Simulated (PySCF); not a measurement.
Reading a saddle point

A first-order saddle point of C2H8Si, closed shell, PBE0-D4/def2-TZVP, with one imaginary mode of 1224i cm⁻¹:

Si1  (-1.154, 0.207, -0.242)
C2  (0.426, -1.380, -0.210)
H3  (-0.600, -0.864, -1.169)
H4  (-1.691, -0.419, 1.001)
C5  (0.057, 1.586, 0.194)
H6  (-0.003, -2.359, -0.010)
H7  (1.133, -1.424, -1.039)
H8  (0.926, -0.985, 0.673)
H9  (0.768, 1.724, -0.626)
H10  (-0.480, 2.530, 0.316)
H11  (0.617, 1.386, 1.111)
(Å)

Computed with PySCF 2.14 with density fitting (its default auxiliary sets; JK sets also for MP2 and CCSD(T)) (basis: def2-TZVPP and def2-QZVPP); correlated methods freeze the cores. Extrapolation: Hartree–Fock as exp(−7.88 √X), correlation as X^−2.97.

(1) Which contacts change along the imaginary mode, and what lies on either side? (A judgement: the text doesn't fix the answer.)

(2) Which side is lower, and how far does the saddle lie above each? (Judge from chemistry; the value comes from the calculation.)

T1 diagnostic: at most 0.014. The restricted Hartree–Fock reference is unstable towards an unrestricted one at one or more of these structures.

## Answers

(1) The calculation gives: The step is C₂H₈Si (C[SiH2]C) → CH₄Si ([CH3][SiH]) + CH₄, with the molecules in contact on both sides. Shortening one way: C2–H3; lengthening the same way: Si1–C2, Si1–H3.
```csv
pair,one side (Å),saddle (Å),other side (Å)
C2–H3,2.76,1.50,1.11
Si1–C2,1.87,2.24,2.98
Si1–H3,1.49,1.52,2.25
```

(2) Computed: The side with Si1–C2, Si1–H3 short is lower by 2.294 eV; the saddle lies 3.259 eV above it and 0.965 eV above the other (CCSD(T) at an estimated basis limit (MP2 extrapolated from triple and quadruple zeta, plus CCSD(T) − MP2 in triple zeta); electronic energies).

Losses and insertions of silylenes and their heavier kin drive the gas-phase chemistry of silicon and germanium vapour deposition.

Labels in which every atom is bracketed show which atoms are joined, not bond orders.

For scale, one of the runs: CCSD(T)/def2-TZVPP, 216 basis functions, launched by `OMP_NUM_THREADS=4 python run.py`. Hardware: 4 CPU threads of an Intel Xeon, shared host. Wall time 11 min; peak host memory 2.9 GiB.
